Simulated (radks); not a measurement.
# N³⁻ held by a Watson sphere

An exercise on one series of results from a longer session: the logs are not shown, and one member is left open.

Program: radks (a radial shooting solver on a logarithmic mesh, Libxc functionals) version 1. Level of theory: scalar-relativistic Kohn-Sham, PBE, spin-polarised, spherical densities, finite nucleus. These are calculated values, not measurements, unless marked.

### What is computed

```
element            : nitrogen (Z = 7)
charge             : -3
electrons          : 10
configuration      : [Ne]
nuclear rms radius : 2.5582 fm
```

Outer shells as boxes (Hund's rule):

N³⁻
```
[He] core
2s [↑↓]
2p [↑↓][↑↓][↑↓]
```

Set-up of the first run:

Settings of this run:

```text
Z 7
configuration [Ne]
relativity scalar-relativistic
functional pbe,pbe
spin polarised
nucleus finite rms 2.5582 fm
c 137.035999084
watson charge 3 radius 1.59 bohr
response adiabatic LDA kernel
```

Steps of the session up to this table: R = 1.59 bohr; R = 1.91 bohr; R = 2.22 bohr; R = 2.52 bohr; R = 3.96 bohr.

One table of the session follows, with a row left open; its other results are not shown here.

```
R (bohr)  highest level (eV)  its <r> (bohr)  sum of <r²> (bohr²)  α (bohr³)
    1.59              -9.056           1.576                23.68      12.78
    1.91              -7.811           1.713                27.79      18.68
    2.22                   ?               ?                    ?          ?
    2.52              -5.901           1.964                36.21      37.56
    3.96              -3.418           2.543                61.12      162.3
```

Estimate the missing values for R (bohr) = 2.22.

Worked estimate for «highest level (eV)». A straight line through the neighbours (1.91, -7.811) and (2.52, -5.901) gives -7.811 + (-5.901 + 7.811) × (2.22 − 1.91) / (2.52 − 1.91) = -6.840; a parabola fitted to 4 rows on both sides gives -6.778.

As computed: highest level (eV): -6.764; its <r> (bohr): 1.842; sum of <r²> (bohr²): 31.96; α (bohr³): 26.74. In «highest level (eV)» the line misses by -0.076 and the parabola by -0.014.

In words: From R = 1.59 to 3.96 bohr the top level moves from -9.056 to -3.418 eV and its mean radius from 1.58 to 2.54 bohr. A wider sphere makes a shallower well, so the ion swells.
